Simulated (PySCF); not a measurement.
1,1-difluoroethane, C2H4F2.
Numbering: `[CH3:1][CH:2]([F:3])[F:4]` (hydrogens: H5, H6, H7 on C1; H8 on C2)

Geometry (GFN2-xTB, Å), atoms numbered from 1 in this order:
```xyz
8
C2H4F2 angstrom
C     -0.7813   -0.1569    0.0059
C      0.7017    0.1345    0.0635
F      1.3994   -0.7581   -0.6828
F      0.9746    1.3553   -0.4617
H     -1.1167   -0.1130   -1.0275
H     -0.9720   -1.1483    0.4055
H     -1.3182    0.5834    0.5912
H      1.1216    0.1124    1.0814
```

The closed-shell ground state was solved at several levels (PySCF, density fitting, gas phase, non-relativistic).

| level | basis functions | total energy (Eh) | HOMO (eV) | LUMO (eV) | gap (eV) | dipole (D) |
| --- | --- | --- | --- | --- | --- | --- |
| B3LYP/pcJ-1 | 148 | -278.3190 | -9.33 | 1.32 | 10.65 | 2.22 |
| PBE0/pcSseg-1 | 88 | -278.0009 | -9.58 | 1.66 | 11.24 | 2.23 |

Question: Estimate the row for PBE0/def2-SVPD, a basis of 118 functions; the other rows only guide the guess.

Answer: Total energy -277.8344 Eh, HOMO -9.75 eV, LUMO 0.77 eV, gap 10.52 eV, dipole 2.30 D.

Question: Over all these levels, which gives the widest orbital gap and which the narrowest?

Answer: PBE0/pcSseg-1 has the widest, 11.24 eV, and PBE0/def2-SVPD the narrowest, 10.52 eV. The two share the functional. From the narrowest to the widest the HOMO moves by +0.17 eV and the LUMO by +0.89 eV.

Question: How far do the dipole and the HOMO energy spread over the levels?

Answer: The dipole runs from 2.22 to 2.30 D (mean 2.25 D) and the HOMO from -9.75 to -9.33 eV.
